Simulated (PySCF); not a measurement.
Reaction (SMILES): [Si-]#[O+] (O-Si) + 3 [H][H] (H2) → O (H2O) + [SiH4] (SiH4)
B3LYP-D3(BJ)/def2-TZVP geometries, fixed; electronic energies without zero-point terms.

Basis-set convergence of the energy of full hydrogenation at PBE0 with PySCF. All functions are spherical. Density fitting with generated auxiliary sets. In sets without p functions on hydrogen, species with hydrogen take exact integrals. No added dispersion term, no relativity. Functions are those of the species that has most. Reference: the value in def2-QZVPPD, -46.38 kcal/mol, itself unsure by roughly 0.50 kcal/mol (its mean distance from pcseg-3, def2-QZVPP, cc-pV(Q+d)Z). Deviations are taken from unrounded values.

| basis | functions | energy of full hydrogenation (kcal/mol) | minus reference (kcal/mol) |
|---|---|---|---|
| 6-31G | 22 | -43.84 | 2.54 |
| pcseg-0 | 22 | -25.42 | 20.95 |
| 6-31G* | 32 | -40.54 | 5.84 |
| def2-SV(P) | 32 | -39.82 | 6.56 |
| 6-31G** | 38 | -44.43 | 1.94 |
| pcseg-1 | 38 | -48.34 | -1.96 |
| cc-pV(D+d)Z | 43 | -48.32 | -1.95 |
| 6-311G** | 50 | -46.80 | -0.42 |
| def2-SVPD | 56 | -57.94 | -11.56 |
| aug-pcseg-1 | 63 | -52.37 | -6.00 |
| def2-TZVP | 68 | -44.23 | 2.15 |
| def2-TZVPD | 83 | -45.71 | 0.67 |
| pcseg-2 | 90 | -46.78 | -0.40 |
| cc-pV(T+d)Z | 95 | -44.32 | 2.06 |
| jun-cc-pV(T+d)Z | 104 | -46.45 | -0.08 |
| def2-TZVPPD | 116 | -47.03 | -0.65 |
| aug-pcseg-2 | 142 | -46.80 | -0.42 |
| aug-cc-pV(T+d)Z | 147 | -46.39 | -0.01 |
